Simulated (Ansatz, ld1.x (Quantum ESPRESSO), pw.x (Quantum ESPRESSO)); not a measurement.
## thallium: one change to the TM potential, in the atom and in the sc crystal

ld1.x (Quantum ESPRESSO) 7.5 input, shortened:

```
&input
   title='Tl', zed=81., rel=1, dft='PBESOL', iswitch=3,
   config='[Xe] 4f14 5d10 6s0 6p0'
 /
 &inputp
   pseudotype=2, tm=.true., lloc=0,
   nlcc=.false.
 /
3
6P  2  1   0.00   0.00  2.15  2.15  0.0
5D  3  2  10.00   0.00  1.15  1.15  0.0
6S  1  0   0.00   0.00  1.75  1.75  0.0
 &test
   configts(1)='5d10 6s0 6p0'
 /
```

Change: all radii scaled by about 1.09 (s 1.92, p 2.34, d 1.26 bohr).

Cutoffs, loose and tight: the cutoffs (Ry, on a coarse ladder) from which the occupation-weighted sum of valence levels, in a spherical-Bessel basis at the reference potential, stays within 10 and 1 mRy of its value at 400 Ry. They do not see the model core or the augmentation charge, which bear on the density cutoff. Test errors are all-electron minus pseudo excitation energies from the reference, over the configurations 5d10 6s2 6p1; 5d10 6s2 6p0; 5d10 6s1 6p0; 5d9 6s0 6p0; 5d9 6s2 6p2; 5d9 6s2 6p1; 5d10 6s0 6p3; variants that change the core or the reference have their own tests.

Crystal test: sc Tl in pw.x 7.5, no spin, 10³ k-points, Fermi–Dirac smearing 0.01 Ry, cutoffs set for each file from its atomic test. The reference is all-electron LAPW (Ansatz 0.2.0) with the same functional, mesh and smearing; V0 and B0 come from Birch–Murnaghan fits to the pressures at five volumes. Errors are pseudo minus all-electron; Δ is the rms difference of the E(V) curves that follow from these fits, minima aligned, over ±6 % about the mean V0. Mesh and smearing are coarse, so the numbers serve the comparison and aren't converged zero-temperature values; the lattice is a test structure that the element need not adopt.

All-electron: a0 = 3.142 Å (V0 = 31.02 Å³/atom), B0 = 29.8 GPa.

Does the change bring the crystal closer to the all-electron result?

The mean pressure error goes from -0.62 to -0.41 GPa, so the change moves the solid closer to the all-electron pressures. At 80 % of its cutoff the pressure of the changed file moves by -0.49 GPa.

| quantity | base | changed |
| --- | --- | --- |
| outcome (atom) | generated | generated |
| cutoff, loose (atom) | 70 Ry | 80 Ry |
| cutoff, tight (atom) | 100 Ry | 100 Ry |
| bound ghosts (atom) | none | none |
| largest test error (meV) (atom) | -127 | -135 over the solved tests; 1 of 7 tests not solved or not reliable |
| cutoffs in pw.x (Ry) | 120/480 | 120/480 |
| a0 (Å) | 3.120 | 3.128 |
| a0 error (%) | -0.69 | -0.45 |
| B0 error (%) | +7.2 | +4.6 |
| Δ (meV/atom) | 4.3 | 2.8 |
| mean pressure error (GPa) | -0.62 | -0.41 |

Base: This is a poor potential for the solid. Changed file: Atomic configuration tests: 1 of 7 tests not solved or not reliable. The atomic cutoffs weigh occupied waves only.
